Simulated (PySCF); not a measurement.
Computed with PBE-D3(BJ)/def2-TZVP // PBE0-D3(BJ)/def2-TZVP (PySCF). Gas-phase values, no solvent. Excitations are Tamm–Dancoff values on a coarser integration grid. The basis has no diffuse functions, so Rydberg states are missing or too high.

Reference species (SMILES): `FB(F)F` (neutral, multiplicity 1).

| Quantity | Result |
|---|---|
| T1 excitation (TDA) | 9.50 eV |
| S1 oscillator strength | 0.000 |

Changed species: `CB(C)C` (3 of 3 F replaced by CH3; the reference has 0 of 3 F replaced by CH3).

Question: Predict the effect on the T1 excitation (TDA) and S1 oscillator strength.

Answer: the T1 excitation (TDA) drops by 3.92 eV, to 5.58 eV; the S1 oscillator strength stays essentially unchanged.
